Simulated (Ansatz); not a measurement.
One geometry of C$_{2}$H$_{2}$FNO, several functionals.

```yaml
crystal:
  periodic: [false, false, false]
  atoms:
    - {symbol: O, position_ang: [-1.500868, 0.242552, 0.585409]}
    - {symbol: C, position_ang: [-0.216970, 0.422312, 0.625451]}
    - {symbol: C, position_ang: [0.393504, -0.331263, -0.513801]}
    - {symbol: F, position_ang: [-0.411395, -1.011868, -1.327564]}
    - {symbol: N, position_ang: [1.627985, -0.344176, -0.727387]}
    - {symbol: H, position_ang: [-1.901681, 0.727523, 1.320215]}
    - {symbol: H, position_ang: [2.070623, 0.227021, -0.008026]}
basis:
  gaussian: {orbitals: def2-TZVPP}
hamiltonian: {xc: {name: CAM-B3LYP}, dispersion: d4}
output: {orbitals: {seedname: orbitals}}
```

```sh
$ ansatz run in.yaml --threads 2 --pin off --events-out ev --progress --plain --max-ram 4352MiB
```

Output, abridged:

```
Functional definition: CAM-B3LYP
940 factors; their error is unknown
216 factors; integrals over basis functions are off by at most 1.1e-5 eV
mean field evaluation 1: about -8352.2543 eV, gradient 5.6e1 eV
mean field evaluation 2: about -8349.6210 eV, gradient 6.8e1 eV
mean field evaluation 4: about -8357.7355 eV, gradient 2.6e0 eV
mean field evaluation 8: about -8357.7488 eV, gradient 1.2e-1 eV
mean field evaluation 16: about -8357.7576 eV, gradient 2.2e-4 eV
mean field -8357.75760402 eV, -307.1419268560 hartree, gradient 5.1e-5 eV, S^2 0.000000; 0 other end points of the search recorded, 0 dependent functions left out
reference -8357.75770030 eV, -307.1419303945 hartree; 19, 19 occupied and 164, 164 virtual orbitals, 940 factors
Total energy: -8357.84667554 eV, -307.1452001743 hartree
```

Run time 2.3 s (2 threads of an Arm Neoverse V2 on a shared host); peak host memory 0.38 GiB.

Changing it to `hamiltonian: {xc: {name: B97M-V}}` (abridged; 6 s):

```
Functional definition: B97M-V
mean field evaluation 16: about -8358.9428 eV, gradient 1.7e-4 eV
mean field -8358.94283587 eV, -307.1854833233 hartree, gradient 8.0e-5 eV, S^2 0.000000
Total energy: -8358.94287826 eV, -307.1854848811 hartree
```

The same input with `hamiltonian: {xc: {name: wB97X-V}}` (abridged; 5.5 s):

```
Functional definition: wB97X-V
mean field evaluation 16: about -8357.9966 eV, gradient 2.9e-5 eV
mean field -8357.99657788 eV, -307.1507089836 hartree, gradient 2.9e-5 eV, S^2 0.000000
Total energy: -8357.99657647 eV, -307.1507089317 hartree
```

The same input with `hamiltonian: {xc: pbe0, dispersion: d4}` (abridged; 1.9 s):

```
Functional definition: PBE0
mean field evaluation 16: about -8351.7147 eV, gradient 2.0e-4 eV
mean field -8351.71474878 eV, -306.9198560221 hartree, gradient 4.0e-5 eV, S^2 0.000000
Total energy: -8351.80464283 eV, -306.9231595676 hartree
```

Changing it to `hamiltonian: {xc: {name: r2SCAN0}, dispersion: d4}` (abridged; 3.6 s):

```
Functional definition: r2SCAN0
mean field evaluation 16: about -8355.2472 eV, gradient 2.6e-4 eV
mean field -8355.24720314 eV, -307.0496713253 hartree, gradient 4.1e-5 eV, S^2 0.000000
Total energy: -8355.27748953 eV, -307.0507843296 hartree
```

With the line `hamiltonian: {xc: {name: BHLYP}, dispersion: d4}` (abridged; 1.9 s):

```
Functional definition: BHLYP
mean field evaluation 16: about -8356.5051 eV, gradient 2.7e-5 eV
mean field -8356.50511606 eV, -307.0958987727 hartree, gradient 2.7e-5 eV, S^2 0.000000
Total energy: -8356.62331040 eV, -307.1002423344 hartree
```
